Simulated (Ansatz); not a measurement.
A made-up structure of LiBH₂, closed shell:

| atom | x (Å) | y (Å) | z (Å) |
| --- | --- | --- | --- |
| Li1 | -0.1027 | 0.1132 | -0.1229 |
| B2 | 1.0403 | -1.1470 | 1.2444 |
| H3 | -0.4905 | 1.6329 | 0.1385 |
| H4 | -0.6751 | -0.3477 | -1.5329 |

It is relaxed with PBE-D4/def2-SVP and then PBE0-D4/def2-TZVP (Ansatz 0.2.0). Atoms count as bonded within 1.22 times the sum of their covalent radii (H–H: 0.88 Å). The end point is not checked to be a true minimum.

**Question.** Does its bonding change? (A judgement: the text doesn't fix the answer.)

**Answer.** Computed: Yes. Formed: B2–H3, B2–H4; broken: none.

Where it ends: The first stage lowers the energy by 5.55 eV in 13 steps. It ends as LiBH₂ ([H]1[Li]2[H][B]12):
```csv
atom,x (Å),y (Å),z (Å)
Li1,-0.7637,0.8419,-0.9133
B2,0.4536,-0.5000,0.5424
H3,0.1134,0.7306,0.7038
H4,-0.0312,-0.8210,-0.6056
```

Labels in which every atom is bracketed show which atoms are joined, not bond orders.

For scale, one of the runs: PBE0-D4/def2-TZVP relaxation, 57 basis functions, launched by `ansatz run in.yaml --threads 2 --pin off --events-out ev --progress --plain --max-ram 4352MiB`. Hardware: 2 CPU threads of an Arm Neoverse V2, shared host. Wall time about 2 s.
